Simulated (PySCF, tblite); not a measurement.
# H₂N₂O, a complex of two parts: NMR shifts, interaction energy, infrared bands, spin-spin couplings and core binding energies

One table from this session's results is given with a row withheld; the runs are named, their logs left out.

Programs: tblite 0.8.0 and PySCF 2.14.0. All values are calculated, for the isolated system unless a continuum is named. Atoms count from 0, parts from 1.

## The system as given

5 atoms, charge 0, multiplicity 1; geometry: rigid parts in contact. Parts: 1 = atoms 0–2, `O`, charge 0; 2 = atoms 3–4, `N#N`, charge 0.

Set-up of the first run:

Job settings and geometry (Å):

```
{"job": {"kind": "dock", "xc": "GFN2-xTB", "basis": "xTB"}, "charge": 0, "multiplicity": 1, "parts": [{"atoms": "0-2", "charge": 0, "multiplicity": 1}, {"atoms": "3-4", "charge": 0, "multiplicity": 1}]}
O     -0.002003     0.379324     0.005661
H     -0.771108    -0.193772     0.002478
H      0.773110    -0.185552    -0.008139
N      2.576595    -2.172062    -1.100067
N      1.785623    -1.881053    -0.395961
```

Method: GFN2-xTB search for minima from random contacts, gas phase.

The run is started by

```sh
$ OMP_NUM_THREADS=1 python cluster_run.py task.json out
```

The driver reads the jobs from task.json and runs them one after another.

Steps of the session up to this table: Docking the parts with GFN2-xTB; Optimising the geometry at PBE0-D3(BJ)/def2-TZVPD; Shielding tensors: PBE0/pcSseg-2; Coupled-cluster interaction energy: CCSD(T) and MP2.

One of the session's tables, all rows but one given; the rest of the session is left out.

It belongs to the step «Coupled-cluster interaction energy: CCSD(T) and MP2». 

| method | interaction energy (kcal/mol) |
| --- | --- |
| HF/aug-cc-pVDZ | -0.15 |
| MP2/aug-cc-pVDZ | -1.05 |
| CCSD/aug-cc-pVDZ | -0.86 |
| CCSD(T)/aug-cc-pVDZ | -0.99 |
| HF/aug-cc-pVQZ | -0.21 |
| MP2/aug-cc-pVQZ | -1.25 |
| SCS-MP2/aug-cc-pVQZ | -1.03 |
| MP2, extrapolated | ? |
| CCSD(T), limit estimate | -1.21 |

Q: Estimate the row for MP2, extrapolated from the others.

As computed: interaction energy (kcal/mol): -1.27. In the column «interaction energy (kcal/mol)» it is the lowest.
